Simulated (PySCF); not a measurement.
## CN and its ions

PBE0; PySCF, no relativity, basis sets C def2-TZVP, N def2-TZVP. Neutral (UKS): doublet (σ ↑), Re = 1.160 Å, ωe = 2184 cm⁻¹, De = 7.74 eV, HOMO -10.83 eV, LUMO -6.37 eV.

CN⁺ (UKS): triplet (σ ↑, π ↑), Re = 1.226 Å, ωe = 1842 cm⁻¹, De = 5.33 eV to C⁺ + N. The energies at the minima are -92.63371 hartree for CN and -92.12192 for CN⁺.

Task: Work out the adiabatic ionisation energy, without and with harmonic zero-point energies (1 hartree = 27.2114 eV, 1 eV = 8065.5 cm⁻¹), and the change of the bond length.

Result: At PBE0: 0.51179 hartree = 13.927 eV between the minima; the zero-point term (1842.0 − 2184.0)/2 cm⁻¹ = -0.021 eV makes it 13.905 eV. Re changes by +6.6 pm against the neutral. The electron leaves a π orbital, and the longer bond of the ion fits a bonding orbital, or a change in how ionic the bond is.

For an ion De counts to the pair picked by the measured ionisation energies or electron affinities, which need not be the lowest pair at this level. States were picked by a PBE0 search and need not be the measured ground states.
